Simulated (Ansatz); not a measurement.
CsPbPO4 (Pnma, No. 62; cell taken from a computed entry), treated with r²SCAN in Ansatz (PAW).

Numerical settings: plane-wave cutoff 560 eV, 4×6×4 k mesh (along the axes of the cell as run), Fermi–Dirac smearing 0.01 eV, scalar-relativistic PAW data made under PBE.

Cell (relaxed with PBEsol):

```yaml
crystal:
  lattice:
    - [9.82222, 0.00000, 0.00000]
    - [0.00000, 5.64631, 0.00000]
    - [0.00000, 0.00000, 9.10940]
  atoms:
    - { symbol: Cs, position: [0.02369, 0.75000, 0.65210] }
    - { symbol: Cs, position: [0.97631, 0.25000, 0.34790] }
    - { symbol: Cs, position: [0.47631, 0.25000, 0.15210] }
    - { symbol: Cs, position: [0.52369, 0.75000, 0.84790] }
    - { symbol: P, position: [0.82980, 0.75000, 0.08513] }
    - { symbol: P, position: [0.17020, 0.25000, 0.91487] }
    - { symbol: P, position: [0.67020, 0.25000, 0.58513] }
    - { symbol: P, position: [0.32980, 0.75000, 0.41487] }
    - { symbol: Pb, position: [0.15807, 0.75000, 0.09382] }
    - { symbol: Pb, position: [0.84193, 0.25000, 0.90618] }
    - { symbol: Pb, position: [0.34193, 0.25000, 0.59382] }
    - { symbol: Pb, position: [0.65807, 0.75000, 0.40618] }
    - { symbol: O, position: [0.94122, 0.75000, 0.96204] }
    - { symbol: O, position: [0.05878, 0.25000, 0.03796] }
    - { symbol: O, position: [0.55878, 0.25000, 0.46204] }
    - { symbol: O, position: [0.44122, 0.75000, 0.53796] }
    - { symbol: O, position: [0.89608, 0.75000, 0.23862] }
    - { symbol: O, position: [0.10392, 0.25000, 0.76138] }
    - { symbol: O, position: [0.60392, 0.25000, 0.73862] }
    - { symbol: O, position: [0.39608, 0.75000, 0.26138] }
    - { symbol: O, position: [0.73916, 0.97509, 0.06446] }
    - { symbol: O, position: [0.26084, 0.02491, 0.93554] }
    - { symbol: O, position: [0.76084, 0.02491, 0.56446] }
    - { symbol: O, position: [0.23916, 0.97509, 0.43554] }
    - { symbol: O, position: [0.23916, 0.52491, 0.43554] }
    - { symbol: O, position: [0.76084, 0.47509, 0.56446] }
    - { symbol: O, position: [0.26084, 0.47509, 0.93554] }
    - { symbol: O, position: [0.73916, 0.52491, 0.06446] }
```

**Question.** Give the computed band gap, smallest direct gap on the k points sampled and direct gap at Γ.

**Answer.** 
- band gap = 4.51 eV
- smallest direct gap on the k points sampled = 4.55 eV
- direct gap at Γ = 4.96 eV

Note: cell and atoms aren't relaxed at this level (largest force component 0.46 eV/Å, pressure -0.3 GPa).

Spin–orbit coupling is not included; with these elements it can move the gap by several tenths of an eV or more.

Computed values are for the static lattice.

It cost around 6 core-minutes (rough) of CPU time.

Ansatz is a first-principles code.
